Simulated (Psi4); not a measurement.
An input for doublet AlH+

AlH+: 2 atoms, total charge +1, spin state doublet. SMILES of the parent species: `[AlH]`. Geometry: relaxed at PBE0-D4/def2-TZVP. That shape belongs to the parent species and isn't relaxed for this state.

```xyz
2

Al    0.0000    0.0000   -0.0256
H     0.0000    0.0000    1.6391
```

Settings wanted:

```json
{
  "task": "energy",
  "method": "DFT",
  "functional": "wB97X-V",
  "dispersion": "in the functional's name",
  "basis set": "def2-TZVPPD",
  "reference": "UKS",
  "relativity": "none",
  "integrals": "pk",
  "integral approximation": "none",
  "core potential": "none",
  "frozen core orbitals": "0",
  "integration grid": "99 radial × 590 angular",
  "symmetry": "c1",
  "threads": "1",
  "SCF convergence threshold": "1e-09",
  "density convergence threshold": "1e-08",
  "iteration cap": "100"
}
```

**Question.** Give a Psi4 1.11 job that does this.

**Answer.** One that was run (others would do as well):

input.dat:
```
memory 1600 MB

molecule {
  1 2
  Al     0.000000     0.000000    -0.025640
  H      0.000000     0.000000     1.639110
  units angstrom
  symmetry c1
  no_reorient
  no_com
}

set basis def2-TZVPPD
set reference uks
set puream true
set e_convergence 1e-09
set d_convergence 1e-08
set scf_type pk
set dft_radial_points 99
set dft_spherical_points 590
set maxiter 100

result, w = energy("wb97x-v", return_wfn=True)
print_variables()
```

```bash
$ psi4 -n 1 input.dat output.dat
```

Calculated total energy: -242.63278 Eh.
